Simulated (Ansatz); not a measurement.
The input, for Ansatz 0.2.0:

```yaml
crystal:
  periodic: [false, false, false]
  atoms:
    - {symbol: C, position_ang: [0.000000, 0.000000, 1.057693]}
    - {symbol: Al, position_ang: [0.000000, 0.000000, -0.799174]}
    - {symbol: O, position_ang: [0.000000, 0.000000, -2.396024]}
    - {symbol: H, position_ang: [0.000000, 0.000000, 2.137505]}
basis:
  gaussian: {orbitals: STO-3G}
total_charge: 1
magnetization: {spin_polarized: true, initial_magnetization: 3}
correlation: {method: ccsdt, electrons: outside_noble_gas, diis_vectors: 2}
```

```sh
$ ansatz run in.yaml --threads 1 --pin off --events-out ev --progress --plain --max-ram 2393MiB
```

Output:

```
337 factors; integrals over basis functions are off by at most 3.3e-8 eV
mean field evaluation 1: about -9536.9288 eV, gradient 1.6e1 eV
mean field evaluation 2: about -9536.9363 eV, gradient 1.6e1 eV
mean field evaluation 4: about -9539.1291 eV, gradient 1.6e0 eV
mean field evaluation 8: about -9539.1774 eV, gradient 1.3e-2 eV
mean field evaluation 16: about -9539.1607 eV, gradient 6.0e-1 eV
mean field evaluation 32: about -9532.0044 eV, gradient 6.1e-6 eV
mean field evaluation 64: about -9539.1774 eV, gradient 1.1e-2 eV
mean field -9539.17736557 eV, -350.5583022981 hartree, gradient 2.0e-6 eV, S^2 3.804907; 5 other end points of the search recorded, 0 dependent functions left out
determinant -9539.17736557 eV, -350.5583022981 hartree, with singles and doubles -9541.48415230 eV, -350.6430751469 hartree
determinant -9532.00438301 eV, -350.2947000510 hartree, with singles and doubles -9534.51253311 eV, -350.3868728670 hartree
7 core orbitals not correlated: weight in the atoms' cores, before any rotation towards them, 0.999 or more for the frozen orbitals, at most 0.000 for the correlated occupied ones
reference -9539.17736557 eV, -350.5583022981 hartree; 8, 5 occupied and 5, 8 virtual orbitals, 337 factors
second order -1.63618125 eV of doubles, -0.00000000 eV of singles
cycle   1  -1.93425772 eV  change   -3.0e-1 eV  update   9.5e-2
cycle   2  -2.19713541 eV  change   -2.6e-1 eV  update   5.0e-2
cycle   3  -2.41429071 eV  change   -2.2e-1 eV  update   3.2e-2
...
cycle  23  -2.47048039 eV  change    1.3e-5 eV  update   7.7e-6
cycle  24  -2.47048145 eV  change   -1.1e-6 eV  update   5.9e-6
cycle  25  -2.47047893 eV  change    2.5e-6 eV  update   4.4e-6
cycle  26  -2.47047460 eV  change    4.3e-6 eV  update   3.4e-6
cycle  27  -2.47047533 eV  change   -7.3e-7 eV  update   2.3e-6
cycle  28  -2.47047260 eV  change    2.7e-6 eV  update   1.7e-6
cycle  29  -2.47047177 eV  change    8.4e-7 eV  update   1.3e-6
cycle  30  -2.47047171 eV  change    5.7e-8 eV  update   1.0e-6
cycle  31  -2.47047041 eV  change    1.3e-6 eV  update   7.4e-7
cycle  32  -2.47047064 eV  change   -2.3e-7 eV  update   4.9e-7
Total energy: -9541.64783621 eV, -350.6490904195 hartree
```

Ran on 1 thread of AMD EPYC, shared host: 5.5 s wall, 0.17 GiB peak host memory.
